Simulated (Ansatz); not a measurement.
# AlH2S− (SMILES [AlH2][S-]): one structure at several levels

The task here is to estimate one member of a computed series from the others.

The runs use Ansatz 0.2.0, Gaussian basis; single points in def2-TZVPPD.

Correlated methods freeze the cores.

### Starting geometry

4 atoms, charge -1, spin multiplicity 1.

Atoms are counted from 1 here; the program's logs count them from 0.

Bond lengths: Al1–S2 2.032 Å, Al1–H3 1.523 Å, Al1–H4 1.698 Å. Angles: S2–Al1–H3 126.2°, S2–Al1–H4 127.1°, H3–Al1–H4 106.6°.

Coordinates:

```csv
atom,x (Å),y (Å),z (Å)
Al1,-0.06510,0.03490,0.00910
S2,1.31420,-0.17700,1.48620
H3,-1.33890,-0.78290,-0.15700
H4,0.01050,1.08980,-1.31920
```

Set-up of the first run:

run/in.yaml

```yaml
crystal:
  periodic: [false, false, false]
  atoms:
    - {symbol: Al, position_ang: [-0.065100, 0.034900, 0.009100]}
    - {symbol: S, position_ang: [1.314200, -0.177000, 1.486200]}
    - {symbol: H, position_ang: [-1.338900, -0.782900, -0.157000]}
    - {symbol: H, position_ang: [0.010500, 1.089800, -1.319200]}
basis:
  gaussian: {orbitals: "def2-TZVPPD.json"}
total_charge: -1
correlation: {method: ccsd_t}
output: {forces: true}
```

The basis file named in the input lies beside it (Basis Set Exchange, JSON).

The command line of these runs was not kept.

Among the steps run: CCSD(T)/def2-TZVPPD; PBE0-D4/def2-TZVPPD; wB97M-V/def2-TZVPPD; r2SCAN-D4/def2-TZVPPD; PBE-D4/def2-TZVPPD; CAM-B3LYP-D4/def2-TZVPPD; HSE06-D4/def2-TZVPPD.

One of the session's tables, all rows but one given; the rest of the session is left out.

| method | RMS force component (eV/Å) | angle to CCSD(T) forces (°) |
| --- | --- | --- |
| CCSD(T) | 0.819 | reference |
| PBE0-D4 | 0.745 | 7.4 |
| wB97M-V | 0.727 | 6.4 |
| r2SCAN-D4 | 0.758 | 5.4 |
| PBE-D4 | 0.809 | 5.2 |
| CAM-B3LYP-D4 | 0.705 | 9.3 |
| HSE06-D4 | ? | ? |

Estimate the missing values for HSE06-D4.

As computed: RMS force component (eV/Å): 0.750; angle to CCSD(T) forces (°): 7.0. In the column «RMS force component (eV/Å)» it lies between PBE0-D4 (0.745) and r2SCAN-D4 (0.758).
